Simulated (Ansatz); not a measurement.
# AlH₃OS (SMILES [OH][AlH][SH]): single points off equilibrium

One table from this session's results is given with a row withheld; the runs are named, their logs left out.

Computed with Ansatz 0.2.0, Gaussian basis. Level: single points in def2-TZVPP.

Correlated methods freeze the cores.

### Where the work starts

SMILES `[OH][AlH][SH]`, 6 atoms, charge 0, spin multiplicity 1.

Atoms are counted from 1 here; the program's logs count them from 0.

Bond lengths: O1–Al2 1.661 Å, O1–H4 0.938 Å, Al2–S3 2.171 Å, Al2–H5 1.510 Å, S3–H6 1.331 Å. Angles: Al2–O1–H4 178.5°, O1–Al2–S3 121.1°, O1–Al2–H5 118.9°, S3–Al2–H5 119.7°, Al2–S3–H6 95.8°.

Coordinates:

| atom | x (Å) | y (Å) | z (Å) |
| --- | --- | --- | --- |
| O1 | -1.3881 | -0.2299 | -0.9302 |
| Al2 | 0.1259 | -0.0197 | -0.2794 |
| S3 | 0.4551 | -0.1531 | 1.8626 |
| H4 | -2.2372 | -0.3716 | -1.3032 |
| H5 | 1.2576 | 0.4013 | -1.1860 |
| H6 | 1.7702 | 0.0433 | 1.8089 |

The first run:

run/in.yaml reads:

```yaml
crystal:
  periodic: [false, false, false]
  atoms:
    - {symbol: O, position_ang: [-1.388100, -0.229900, -0.930200]}
    - {symbol: Al, position_ang: [0.125900, -0.019700, -0.279400]}
    - {symbol: S, position_ang: [0.455100, -0.153100, 1.862600]}
    - {symbol: H, position_ang: [-2.237200, -0.371600, -1.303200]}
    - {symbol: H, position_ang: [1.257600, 0.401300, -1.186000]}
    - {symbol: H, position_ang: [1.770200, 0.043300, 1.808900]}
basis:
  gaussian: {orbitals: def2-TZVPP}
correlation: {method: ccsd_t}
output: {forces: true}
```

No record of the launch command was kept for these runs.

Among the steps run: CCSD(T)/def2-TZVPP; PBE0-D4/def2-TZVPP; wB97M-V/def2-TZVPP; r2SCAN-D4/def2-TZVPP; PBE-D4/def2-TZVPP; r2SCANh-D4/def2-TZVPP; SPW92/def2-TZVPP.

One of the session's tables, all rows but one given; the rest of the session is left out.

| method | RMS force component (eV/Å) | angle to CCSD(T) forces (°) | dipole (D) |
| --- | --- | --- | --- |
| CCSD(T) | 0.368 | reference | 1.22 |
| PBE0-D4 | 0.403 | 8.0 | 1.18 |
| wB97M-V | ? | ? | ? |
| r2SCAN-D4 | 0.403 | 7.5 | 1.19 |
| PBE-D4 | 0.483 | 20.5 | 1.13 |
| r2SCANh-D4 | 0.389 | 8.8 | 1.20 |
| SPW92 | 0.616 | 25.6 | 1.15 |

Q: Estimate the row for wB97M-V from the others.

**Answer.** RMS force component (eV/Å): 0.338; angle to CCSD(T) forces (°): 7.3; dipole (D): 1.23. In the column «RMS force component (eV/Å)» it is the lowest.
